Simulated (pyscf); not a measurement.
Thermochemistry of product channels of `[O]=[W](=[O])([F])[F]` + `[OH2]` on the singlet surface, in eV, from ωB97M-D3(BJ)/def2-TZVP energies (ideal gas, 1 atm, RRHO with modes under 100 cm⁻¹ raised to 100, one conformer, R ln 2 for chiral ones without a mode under 150 cm⁻¹). Single points on ωB97X-D3(BJ)/def2-SVP structures (PySCF, gas phase).

| products | ΔE | ΔH(298 K) | ΔG(298 K) | ΔG(600 K) |
|---|---|---|---|---|
| `[O]=[W](=[O])([OH])[F]` + `[FH]` | +0.19 | +0.16 | +0.14 | +0.11 |
| `[O]=[W]([OH])([OH])([F])[F]` | ? | -0.78 | -0.34 | ? |

Q: What belongs in the gaps?

A: 
- `[O]=[W]([OH])([OH])([F])[F]`, ΔE: -0.81
- `[O]=[W]([OH])([OH])([F])[F]`, ΔG(600 K): +0.08

The channel to O=W(OH)(OH)(F)–F turns unfavourable between 298 and 1200 K (ΔG from -0.34 eV to +0.85 eV).

These are energies of the channels, which say nothing of barriers. Elements past Kr carry the def2 core potentials, without spin-orbit coupling.
